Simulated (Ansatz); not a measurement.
Born–Oppenheimer molecular dynamics of CH$_{4}$FSi (7 atoms, charge 0, multiplicity 2). It starts from a relaxed structure.

The calculation used Ansatz, UKS B3LYP/STO-3G.

```json
{"ensemble": "NVE (velocity Verlet)", "time step": "1 fs", "steps asked": "266", "starting velocities drawn for": "400 K", "masses": "H 3.016 u", "seed": "345164"}
```

First frame:

```xyz
7
Properties=species:S:1:pos:R:3
C -0.871 0.287 -0.616
Si 0.601 -0.175 0.402
F 0.681 -1.810 0.573
H -1.554 -0.452 -1.048
H -1.125 1.329 -0.837
H 0.513 0.447 1.713
H 1.817 0.306 -0.233
```

Task: How far do the bonds stretch over the last three quarters of this one trajectory? (Pairs bonded in most of those frames.)

Result: 
```json
{"bond": "C1–Si2", "mean (Å)": "1.849", "spread (Å)": "0.026", "shortest": "1.79", "longest": "1.90"}
{"bond": "C1–H4", "mean (Å)": "1.101", "spread (Å)": "0.033", "shortest": "1.04", "longest": "1.15"}
{"bond": "C1–H5", "mean (Å)": "1.099", "spread (Å)": "0.031", "shortest": "1.05", "longest": "1.15"}
{"bond": "Si2–F3", "mean (Å)": "1.650", "spread (Å)": "0.017", "shortest": "1.62", "longest": "1.68"}
{"bond": "Si2–H6", "mean (Å)": "1.453", "spread (Å)": "0.014", "shortest": "1.43", "longest": "1.48"}
{"bond": "Si2–H7", "mean (Å)": "1.453", "spread (Å)": "0.005", "shortest": "1.44", "longest": "1.47"}
```

Mean temperature of the second half: 232 K. The conserved energy stayed within 0.61 meV per atom of its start (net change 0.13 meV per atom), so the integration is sound. The temperature averaged 0.58 of the 400 K drawn at the start: a run that starts near a minimum puts about half its kinetic energy into the potential. A run of 0.27 ps of so small a system gives no equilibrium averages. Limits of this set-up: minimal basis.

Run time: 5.6 min on 1 thread of Arm Neoverse V1, with other jobs on the host, peak memory 0.09 GiB.
